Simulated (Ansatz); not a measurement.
**Si(vinyl)H3 (C₂H₆Si): single points with varied inputs**

How do the results and run time of Si(vinyl)H3 (C₂H₆Si) respond when the settings are drawn wide?

Method: the settings change from run to run; program: Ansatz 0.2.0, Gaussian basis.

1 further run of the same task is left out (it didn't finish).

## 1. The relaxed structure

The geometry comes from an earlier relaxation with PBE-D4 in a triple-zeta def2 set; it is a stationary point, not always the lowest conformer.

9 atoms, charge 0, spin multiplicity 1.

Atoms are counted from 1 here; the program's logs count them from 0.

Bond lengths: Si1–C2 1.868 Å, Si1–H7 1.496 Å, Si1–H8 1.498 Å, Si1–H9 1.498 Å, C2–C3 1.340 Å, C2–H4 1.097 Å, C3–H5 1.094 Å, C3–H6 1.094 Å. Angles: C2–Si1–H7 109.2°, C2–Si1–H8 110.8°, C2–Si1–H9 110.8°, H7–Si1–H8 109.3°, H7–Si1–H9 109.3°, H8–Si1–H9 107.4°, Si1–C2–C3 123.5°, Si1–C2–H4 118.4°, C3–C2–H4 118.1°, C2–C3–H5 121.7°, C2–C3–H6 122.2°, H5–C3–H6 116.1°.

## 2. B97M-V/cc-pVDZ

Options: charge +1, multiplicity 2, finite nuclei, high accuracy.

File in.yaml:

```yaml
crystal:
  periodic: [false, false, false]
  atoms:
    - {symbol: Si, position_ang: [-0.219114, 0.280339, -1.244743]}
    - {symbol: C, position_ang: [-0.379040, 0.129828, 0.610268]}
    - {symbol: C, position_ang: [0.534721, -0.470499, 1.385156]}
    - {symbol: H, position_ang: [-1.268303, 0.553573, 1.092719]}
    - {symbol: H, position_ang: [1.442996, -0.913099, 0.966030]}
    - {symbol: H, position_ang: [0.418939, -0.548104, 2.470180]}
    - {symbol: H, position_ang: [1.068406, -0.345106, -1.679356]}
    - {symbol: H, position_ang: [-0.239507, 1.717227, -1.666358]}
    - {symbol: H, position_ang: [-1.359098, -0.404148, -1.933906]}
basis:
  gaussian: {orbitals: cc-pVDZ, nuclear_model: gaussian}
total_charge: 1
magnetization: {spin_polarized: true, initial_magnetization: 1}
hamiltonian: {xc: {name: B97M-V}}
accuracy: high
scf: {omitted_lower_state_checks: [starts]}
output: {forces: true}
```

The run is started by

```bash
$ ansatz run in.yaml --threads 4 --pin off --events-out ev --progress --plain --max-ram 3916MiB
```

Log (excerpt; [...] marks lines left out):

```text
Functional definition: B97M-V
  name "B97M-V"
  cite "Mardirossian & Head-Gordon, J. Chem. Phys. 142, 074111 (2015) doi:10.1063/1.4907719"
  cite "Becke, J. Chem. Phys. 107, 8554 (1997) doi:10.1063/1.475007"
  cite "Vydrov & Van Voorhis, J. Chem. Phys. 133, 244103 (2010) doi:10.1063/1.3521275"
  # Of w^i u^j: cxij and so on, Table III.
[...]
  gx(w, u) = cx00 + cx01*u + cx02*u^2 + (cx10 + cx11*u)*w
  gss(w, u) = css00 + css02*u^2 + css10*w + (css32*w^3 + css42*w^4)*u^2
  gos(w, u) = cos00 + cos01*u + cos03*u^3 + cos10*w + cos32*w^3*u^2
[...]
      + integral(e_c_pw_mod_opposite_spin*gos(b97_w_opposite, b97_u_opposite)) + vv10(b, c)
[...]
1816 factors; integrals over basis functions are off by at most 3.7e-9 eV
[...]
mean field -10036.48122978 eV, -368.8338822232 hartree, gradient 5.5e-8 eV, S^2 0.753972; 0 other end points of the search recorded, 0 dependent functions left out
[...]
reference -10036.48123520 eV, -368.8338824224 hartree; 16, 15 occupied and 60, 61 virtual orbitals, 1816 factors
Total energy: -10036.48123520 eV, -368.8338824224 hartree
Atom 0 at    -0.219114     0.280339    -1.244743 Å, force     0.916294    -0.364359    -0.693989 eV/Å
Atom 1 at    -0.379040     0.129828     0.610268 Å, force    -2.593297     1.658178    -1.942982 eV/Å
Atom 2 at     0.534721    -0.470499     1.385156 Å, force     2.413281    -1.600647     2.172784 eV/Å
Atom 3 at    -1.268303     0.553573     1.092719 Å, force     0.069466    -0.036746     0.025486 eV/Å
Atom 4 at     1.442996    -0.913099     0.966030 Å, force    -0.048600     0.025317     0.029085 eV/Å
Atom 5 at     0.418939    -0.548104     2.470180 Å, force     0.016682    -0.002286    -0.067568 eV/Å
Atom 6 at     1.068406    -0.345106    -1.679356 Å, force    -0.132057     0.031683     0.221060 eV/Å
Atom 7 at    -0.239507     1.717227    -1.666358 Å, force    -0.247170     0.285973     0.148944 eV/Å
Atom 8 at    -1.359098    -0.404148    -1.933906 Å, force    -0.394600     0.002887     0.107181 eV/Å
Dipole moment:     0.010212    -0.072380     0.493019 e Å
Checks for a lower state left out: starts
```

Run time: 22 s. Hardware: 4 threads of Arm Neoverse V1, shared host; peak memory 0.73 GiB.

Largest force 3.640 eV/Å, ⟨S²⟩ 0.754.

## 3. PBE/def2-mTZVPP

in.yaml, as its differences from that of step 2:

```diff
@@ -13,7 +13,4 @@
 basis:
-  gaussian: {orbitals: cc-pVDZ, nuclear_model: gaussian}
-total_charge: 1
-magnetization: {spin_polarized: true, initial_magnetization: 1}
-hamiltonian: {xc: {name: B97M-V}}
-accuracy: high
+  gaussian: {orbitals: def2-mTZVPP}
+hamiltonian: {xc: {name: PBE}}
 scf: {omitted_lower_state_checks: [starts]}
```

Same command.

Log (excerpt; [...] marks lines left out):

```text
Functional definition: PBE
  name "PBE"
  cite "Perdew, Burke & Ernzerhof, Phys. Rev. Lett. 77, 3865 (1996) doi:10.1103/PhysRevLett.77.3865"
  parent pbe
[...]
960 factors; their error is unknown
[...]
mean field -10042.03806319 eV, -369.0380920844 hartree, gradient 7.3e-6 eV, S^2 0.000000; 0 other end points of the search recorded, 0 dependent functions left out
[...]
reference -10042.03810351 eV, -369.0380935661 hartree; 16, 16 occupied and 79, 79 virtual orbitals, 960 factors
Total energy: -10042.03810351 eV, -369.0380935661 hartree
Atom 0 at    -0.219114     0.280339    -1.244743 Å, force     0.002108     0.011624    -0.111967 eV/Å
Atom 1 at    -0.379040     0.129828     0.610268 Å, force    -0.051173     0.019316     0.060575 eV/Å
Atom 2 at     0.534721    -0.470499     1.385156 Å, force     0.040086    -0.023981     0.020412 eV/Å
Atom 3 at    -1.268303     0.553573     1.092719 Å, force    -0.016405     0.006963     0.011668 eV/Å
Atom 4 at     1.442996    -0.913099     0.966030 Å, force     0.023119    -0.011556     0.003341 eV/Å
Atom 5 at     0.418939    -0.548104     2.470180 Å, force    -0.001635    -0.001636     0.021505 eV/Å
Atom 6 at     1.068406    -0.345106    -1.679356 Å, force    -0.009871     0.004593    -0.001548 eV/Å
Atom 7 at    -0.239507     1.717227    -1.666358 Å, force     0.004090    -0.009781    -0.001963 eV/Å
Atom 8 at    -1.359098    -0.404148    -1.933906 Å, force     0.009680     0.004457    -0.002022 eV/Å
Dipole moment:     0.000874    -0.018443     0.138156 e Å
Checks for a lower state left out: starts
```

It took 0.75 s on 4 threads of Arm Neoverse V1, shared host.

Largest force 0.113 eV/Å, dipole 0.67 D.

## 4. B97M-V/def2-TZVP

Options: atoms shaken by 0.03 Å.

File in.yaml:

```yaml
crystal:
  periodic: [false, false, false]
  atoms:
    - {symbol: Si, position_ang: [-0.225869, 0.282273, -1.291590]}
    - {symbol: C, position_ang: [-0.337508, 0.115690, 0.586289]}
    - {symbol: C, position_ang: [0.533650, -0.440672, 1.329558]}
    - {symbol: H, position_ang: [-1.281064, 0.483448, 1.142751]}
    - {symbol: H, position_ang: [1.447927, -0.879373, 0.977694]}
    - {symbol: H, position_ang: [0.413238, -0.547802, 2.506188]}
    - {symbol: H, position_ang: [1.084551, -0.330090, -1.675468]}
    - {symbol: H, position_ang: [-0.214794, 1.689872, -1.624041]}
    - {symbol: H, position_ang: [-1.326183, -0.406932, -1.868272]}
basis:
  gaussian: {orbitals: def2-TZVP}
hamiltonian: {xc: {name: B97M-V}}
output: {forces: true}
```

Launched as before.

Log (excerpt; [...] marks lines left out):

```text
Functional definition: B97M-V
  name "B97M-V"
  cite "Mardirossian & Head-Gordon, J. Chem. Phys. 142, 074111 (2015) doi:10.1063/1.4907719"
  cite "Becke, J. Chem. Phys. 107, 8554 (1997) doi:10.1063/1.475007"
  cite "Vydrov & Van Voorhis, J. Chem. Phys. 133, 244103 (2010) doi:10.1063/1.3521275"
  # Of w^i u^j: cxij and so on, Table III.
[...]
  gx(w, u) = cx00 + cx01*u + cx02*u^2 + (cx10 + cx11*u)*w
  gss(w, u) = css00 + css02*u^2 + css10*w + (css32*w^3 + css42*w^4)*u^2
  gos(w, u) = cos00 + cos01*u + cos03*u^3 + cos10*w + cos32*w^3*u^2
[...]
      + integral(e_c_pw_mod_opposite_spin*gos(b97_w_opposite, b97_u_opposite)) + vv10(b, c)
876 factors; their error is unknown
[...]
mean field -10047.18594703 eV, -369.2272733260 hartree, gradient 3.1e-5 eV, S^2 0.000000; 0 other end points of the search recorded, 0 dependent functions left out
[...]
reference -10047.18600817 eV, -369.2272755728 hartree; 16, 16 occupied and 119, 119 virtual orbitals, 876 factors
Total energy: -10047.18600817 eV, -369.2272755728 hartree
Atom 0 at    -0.225869     0.282273    -1.291590 Å, force     1.197375    -0.197563     1.706192 eV/Å
Atom 1 at    -0.337508     0.115690     0.586289 Å, force    -4.043505     2.004897    -1.285172 eV/Å
Atom 2 at     0.533650    -0.440672     1.329558 Å, force     2.166712    -1.836925     4.765543 eV/Å
Atom 3 at    -1.281064     0.483448     1.142751 Å, force     1.437329    -0.395651    -1.191665 eV/Å
Atom 4 at     1.447927    -0.879373     0.977694 Å, force     0.289956    -0.041807    -0.238104 eV/Å
Atom 5 at     0.413238    -0.547802     2.506188 Å, force     0.183730     0.275833    -2.589842 eV/Å
Atom 6 at     1.084551    -0.330090    -1.675468 Å, force    -0.225885     0.053350    -0.110635 eV/Å
Atom 7 at    -0.214794     1.689872    -1.624041 Å, force    -0.105120     0.625363    -0.361918 eV/Å
Atom 8 at    -1.326183    -0.406932    -1.868272 Å, force    -0.900592    -0.487498    -0.694400 eV/Å
Dipole moment:    -0.033477    -0.018987     0.070072 e Å
```

Wall time 4.2 s (4 threads of Arm Neoverse V1, shared host).

Largest force 5.548 eV/Å, dipole 0.38 D.

## 5. SVWN5/6-31++G**

This run has multiplicity 3.

File in.yaml:

```yaml
crystal:
  periodic: [false, false, false]
  atoms:
    - {symbol: Si, position_ang: [-0.219114, 0.280339, -1.244743]}
    - {symbol: C, position_ang: [-0.379040, 0.129828, 0.610268]}
    - {symbol: C, position_ang: [0.534721, -0.470499, 1.385156]}
    - {symbol: H, position_ang: [-1.268303, 0.553573, 1.092719]}
    - {symbol: H, position_ang: [1.442996, -0.913099, 0.966030]}
    - {symbol: H, position_ang: [0.418939, -0.548104, 2.470180]}
    - {symbol: H, position_ang: [1.068406, -0.345106, -1.679356]}
    - {symbol: H, position_ang: [-0.239507, 1.717227, -1.666358]}
    - {symbol: H, position_ang: [-1.359098, -0.404148, -1.933906]}
basis:
  gaussian: {orbitals: "6-31++G**"}
magnetization: {spin_polarized: true, initial_magnetization: 2}
hamiltonian: {xc: {name: SVWN5}}
scf: {omitted_lower_state_checks: [starts]}
output: {forces: true}
```

The command is unchanged.

Log (excerpt; [...] marks lines left out):

```text
Functional definition: SVWN5
  name "SVWN5"
  cite "Dirac, Proc. Camb. Phil. Soc. 26, 376 (1930) doi:10.1017/S0305004100016108"
  cite "Slater, Phys. Rev. 81, 385 (1951) doi:10.1103/PhysRev.81.385"
  cite "Vosko, Wilk & Nusair, Can. J. Phys. 58, 1200 (1980) doi:10.1139/p80-159"
[...]
993 factors; their error is unknown
[...]
mean field -9991.11572482 eV, -367.1667306657 hartree, gradient 4.4e-5 eV, S^2 2.003955; 0 other end points of the search recorded, 0 dependent functions left out
[...]
reference -9991.11579707 eV, -367.1667333208 hartree; 17, 15 occupied and 80, 82 virtual orbitals, 993 factors
Total energy: -9991.11579707 eV, -367.1667333208 hartree
Atom 0 at    -0.219114     0.280339    -1.244743 Å, force    -0.108416    -0.079101     1.190209 eV/Å
Atom 1 at    -0.379040     0.129828     0.610268 Å, force    -5.452624     3.740380    -5.767764 eV/Å
Atom 2 at     0.534721    -0.470499     1.385156 Å, force     5.668319    -3.752417     4.974978 eV/Å
Atom 3 at    -1.268303     0.553573     1.092719 Å, force    -0.160358     0.103754    -0.100334 eV/Å
Atom 4 at     1.442996    -0.913099     0.966030 Å, force     0.146498    -0.087127     0.057768 eV/Å
Atom 5 at     0.418939    -0.548104     2.470180 Å, force     0.095007    -0.068330     0.120562 eV/Å
Atom 6 at     1.068406    -0.345106    -1.679356 Å, force     0.067901    -0.037736    -0.013854 eV/Å
Atom 7 at    -0.239507     1.717227    -1.666358 Å, force    -0.067623     0.210307    -0.210627 eV/Å
Atom 8 at    -1.359098    -0.404148    -1.933906 Å, force    -0.188704    -0.029731    -0.250939 eV/Å
Dipole moment:    -0.057916     0.025718     0.040693 e Å
Checks for a lower state left out: starts
```

Wall time 0.96 s (4 threads of Arm Neoverse V1, shared host).

Largest force 8.774 eV/Å, dipole 0.36 D, ⟨S²⟩ 2.004.

## 6. The runs in one table

```
           level  charge  multiplicity  geometry  functions  energy (eV)    time
  B97M-V/cc-pVDZ       1             2   relaxed         76   -10036.481    22 s
 PBE/def2-mTZVPP       0             1   relaxed         95   -10042.038  0.75 s
B97M-V/def2-TZVP       0             1    shaken        135   -10047.186   4.2 s
 SVWN5/6-31++G**       0             3   relaxed         97    -9991.116  0.96 s
```

## 7. Results

| quantity | value |
| --- | --- |
| runs | 4 |
| quickest | PBE/def2-mTZVPP, 0.75 s |
| slowest | B97M-V/cc-pVDZ, 22 s |

**Reading.** The runs differ in state or geometry as well as level, so their energies can't be set against each other. B97M-V/cc-pVDZ took 29 times as long as PBE/def2-mTZVPP. The jobs differ in tasks and options as well as level. At the PBE-D4/def2-TZVP geometry and in the same state, runs without warnings or point charges leave forces up to 0.11 eV/Å (PBE/def2-mTZVPP), against 5.5 eV/Å where the atoms were moved.
